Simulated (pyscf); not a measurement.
Thermochemistry of product channels of GeH₃• + chlorine (Cl–Cl) on the doublet surface, in kcal/mol, from CCSD(T)/def2-TZVPP + ΔMP2(QZVPP) energies (ideal gas, 1 atm, RRHO with modes under 100 cm⁻¹ raised to 100, one conformer, R ln 2 for rigid chiral ones). Single points on ωB97X-D3(BJ)/def2-SVP structures (PySCF, gas phase). MP2 and CC: frozen core, UHF for open shells. ΔMP2 is the change of the MP2 total energy from the triple- to the quadruple-zeta basis.

```tsv
products	ΔE	ΔH(298 K)	ΔG(600 K)	ΔG(1200 K)
Cl–GeH₂• + hydrogen chloride (HCl)	(withheld)	-58.2	-59.6	-61.1
Cl–GeH₃ + Cl atom (Cl•)	-42.3	-40.6	-36.3	-32.5
Cl–GeH₂–Cl + H atom (H•)	(withheld)	-52.9	-47.8	-44.4
germylene (GeH₂) [singlet] + hydrogen chloride (HCl) + Cl atom (Cl•)	+14.7	+13.7	-2.7	-19.4
```

Q: Some entries are withheld; supply them.

A: 
- Cl–GeH₂• + hydrogen chloride (HCl), ΔE: -58.9
- Cl–GeH₂–Cl + H atom (H•), ΔE: -51.5

The channel to GeH₂ [singlet] + HCl + Cl• turns favourable between 298 and 1200 K (ΔG from +5.6 kcal/mol to -19.4 kcal/mol).

These are energies of the channels, which say nothing of barriers. The CCSD(T) − MP2 part came from Ansatz, without density fitting, on the same reference. The frozen core leaves the outer d or s,p core shells of the metals and heavy elements correlated in the MP2 and CC values, and def2-TZVPP describes them poorly, which can shift differences by a few kcal/mol. Left out: orbital degeneracy and the spin-orbit lowering of Cl. Elements up to Kr have no core potential and no relativistic terms here.
